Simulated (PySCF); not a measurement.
## Al: ionisation energy

Al [Ne] 3s2 3p1 (2P) → Al+ [Ne] 3s2 (1S), as a difference of total energies. All numbers are calculated (PySCF 2.14, the non-relativistic Hamiltonian (point nucleus), in def2-SVP). Correlated levels: valence: [Ne] frozen. The calculations carry no spin-orbit coupling.

```
           method  ionisation energy (eV)
              UHF                   5.558
             BP86                   6.141
            M06-L                   5.851
    MP2 (valence)                   5.656
SCS-MP2 (valence)                   5.635
   CCSD (valence)                   5.704
CCSD(T) (valence)                   5.720
```

Errors of the correlated levels include the incompleteness of this basis and the frozen core.

Q: Which method comes closest to the reference value, and which is furthest?

A: The reference is 5.977 eV (measured; NIST levels, between the centres of gravity of the two terms). Closest: M06-L (error -0.126 eV); furthest: UHF (error -0.419 eV).
